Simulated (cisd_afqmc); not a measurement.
Input (AFQMC/CISD/aug-cc-pV(D+d)Z; cisd_afqmc is a phaseless AFQMC code with CISD trial states that reads the integrals written by Ansatz): A basis named .json is the Basis Set Exchange file of that set.

Ansatz 0.2 input:
```python
import cisd_afqmc

open("ham.yaml", "w").write("""\
crystal:
  periodic: [false, false, false]
  atoms:
    - {symbol: Cl, position_ang: [-0.00000000, -0.00000000, -0.50551697]}
    - {symbol: O, position_ang: [0.00000000, 0.00000000, 1.07422357]}
basis:
  gaussian:
    orbitals: aug-cc-pV_D+d_Z.json
magnetization: {spin_polarized: true, initial_magnetization: 1}
correlation: {method: ccsd, electrons: outside_noble_gas, hamiltonian_folder: ham}
""")
rep = cisd_afqmc.ansatz("ham.yaml")
e_ccsd = rep["correlation"]["coupled_cluster"]["energy"]["hartree"]
out = cisd_afqmc.run("ham", e_ccsd, trial="CISD", walkers=200, populations=8, threads=8, dt=0.005, steps=40, early=24, settle=10, least=32,
    cut=5e-5, rank_cut=2e-4, target=0.0004, seconds=1500, seed=1, memory=17280, gpu=False)
```

Output:

```
orbitals 49, occupied [7, 6], factors 278 of 519, rank of the doubles 267 of 552
E(HF) = -534.273247
E(CCSD) on the cut factors = -534.613856, shift to the whole factors -0.000005
Energy of the trial state on the determinant = -534.613879
  tau behind 7.2 of longer steps, mean of the populations' last blocks
   2.0  -534.62572
   4.0  -534.62780
   6.0  -534.62723
   8.0  -534.62726
  10.0  -534.62545
  12.0  -534.62622
  14.0  -534.62600
blocks 507 (0 outliers left out), error by blocks joined: 1: 0.00019, 2: 0.00023, 4: 0.00029, 8: 0.00035, 16: 0.00038
E(AFQMC/CISD) = -534.62660 +/- 0.00038
```
